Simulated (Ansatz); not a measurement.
The input, for Ansatz 0.2.0:

```yaml
crystal:
  periodic: [false, false, false]
  atoms:
    - {symbol: Si, position_ang: [0.000000, -0.003466, 1.564842]}
    - {symbol: Ge, position_ang: [0.000000, -0.023398, -0.585751]}
    - {symbol: H, position_ang: [0.000000, 1.327087, 0.521376]}
    - {symbol: H, position_ang: [0.000000, 0.455694, -1.910799]}
basis:
  gaussian: {orbitals: cc-pVTZ}
magnetization: {spin_polarized: true, initial_magnetization: 0}
hamiltonian: {xc: {name: B2PLYP}}
correlation: {electrons: outside_noble_gas}
```

```sh
$ ansatz run in.yaml --threads 1 --pin off --events-out ev --progress --plain --max-ram 2816MiB --backend cpu
```

The program prints:

```
644 factors; integrals over basis functions are off by at most 1.2e-3 eV
mean field evaluation 1: about -64409.8367 eV, gradient 8.4e0 eV
mean field evaluation 2: about -64409.9518 eV, gradient 8.2e0 eV
mean field evaluation 4: about -64410.3960 eV, gradient 1.2e0 eV
mean field evaluation 8: about -64410.4117 eV, gradient 3.7e-2 eV
mean field evaluation 16: about -64410.4118 eV, gradient 7.2e-5 eV
mean field evaluation 32: about -64410.4079 eV, gradient 1.6e-1 eV
mean field -64410.41176968 eV, -2367.0389735907 hartree, gradient 1.6e-6 eV, S^2 0.000000; 4 other end points of the search recorded, 0 dependent functions left out
19 core orbitals not correlated: weight in the atoms' cores, before any rotation towards them, 0.999 or more for the frozen orbitals, at most 0.001 for the correlated occupied ones
reference -64410.41189206 eV, -2367.0389780878 hartree; 5, 5 occupied and 81, 81 virtual orbitals, 644 factors
second order -7.85753473 eV of doubles, -0.00000000 eV of singles
Total energy: -64412.53342643 eV, -2367.1169430381 hartree
```

Ran on 1 thread of AMD EPYC 7R13, shared host: 7.5 s wall, 0.27 GiB peak host memory.
